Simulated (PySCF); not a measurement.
**Relaxation of singlet SO2(OH)2**

Computed with PySCF, PBE0, basis S def2-TZVP, O def2-TZVP, H def2-TZVP (no relativity, density fitting). A (50,194) grid was used.

A hand-made tetrahedral (heavy-atom frame) start, of C2 symmetry, held to at least that symmetry:

```xyz
7
charge 0 multiplicity 1, angstrom
S     0.0000    0.0000    0.0553
O     1.2330    0.0000    0.9270
O    -1.2330    0.0000    0.9270
O     0.0000    1.3555   -0.9030
O     0.0000   -1.3555   -0.9030
H     0.7354    1.8593   -1.2592
H    -0.7354   -1.8593   -1.2592
```

Task: What forces act on the atoms at the start (eV/Å)?

Result: 
```tsv
atom	Fx	Fy	Fz
S1	0.00	0.00	5.64
O2	-2.99	-0.29	-4.11
O3	2.99	0.29	-4.11
O4	-2.09	-2.28	0.87
O5	2.09	2.28	0.87
H6	1.02	-0.79	0.42
H7	-1.02	0.79	0.42
```

Task: What does it relax to?

Result: It ends at C2 with O–H 0.967 Å (×2), S–O 1.416 Å (×2), S–O 1.580 Å (×2); H–O–S 108.8° (×2), O–S–O 102.2°, O–S–O 105.7° (×2), O–S–O 108.6° (×2), O–S–O 123.9° (after a last refinement on a finer grid). A frequency run shows a minimum. Other isomers or separated fragments may lie lower.

Task: How much energy is released, and in how many steps?

Result: 171.4 kJ/mol in 7 steps.

The relaxation took about 3 core-minutes on a shared host.
